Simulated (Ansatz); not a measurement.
Input file:

```yaml
crystal:
  periodic: [false, false, false]
  atoms:
    - {symbol: Ge, position_ang: [0.000000, 0.009227, 0.252245]}
    - {symbol: C, position_ang: [0.000000, -0.092669, -1.495242]}
    - {symbol: H, position_ang: [0.000000, 1.336281, 1.011005]}
    - {symbol: H, position_ang: [0.000000, -1.253031, 1.102338]}
    - {symbol: H, position_ang: [0.000000, 0.356035, -2.474658]}
basis:
  gaussian: {orbitals: cc-pVDZ}
magnetization: {spin_polarized: true, initial_magnetization: 1}
hamiltonian: {xc: {name: B2PLYP}}
correlation: {electrons: outside_noble_gas}
```

```sh
$ ansatz run in.yaml --threads 1 --pin off --events-out ev --progress --plain --max-ram 2393MiB
```

Output:

```
590 factors; integrals over basis functions are off by at most 1.0e-3 eV
mean field evaluation 1: about -57581.2243 eV, gradient 2.3e1 eV
mean field evaluation 2: about -57581.2244 eV, gradient 2.3e1 eV
mean field evaluation 4: about -57584.4159 eV, gradient 1.8e0 eV
mean field evaluation 8: about -57584.5020 eV, gradient 3.1e-1 eV
mean field evaluation 16: about -57584.5236 eV, gradient 8.9e-4 eV
mean field evaluation 32: about -57584.5032 eV, gradient 4.5e-1 eV
mean field -57584.52362794 eV, -2116.1922111347 hartree, gradient 6.7e-6 eV, S^2 0.928559; 2 other end points of the search recorded, 0 dependent functions left out
15 core orbitals not correlated: weight in the atoms' cores, before any rotation towards them, 0.998 or more for the frozen orbitals, at most 0.002 for the correlated occupied ones
reference -57584.52375924 eV, -2116.1922159601 hartree; 6, 5 occupied and 35, 36 virtual orbitals, 590 factors
second order -6.82498118 eV of doubles, -0.00000000 eV of singles
Total energy: -57586.36650416 eV, -2116.2599355868 hartree
```

Ran on 1 thread of Arm Neoverse V1, shared host: 3.3 s wall, 0.2 GiB peak host memory.
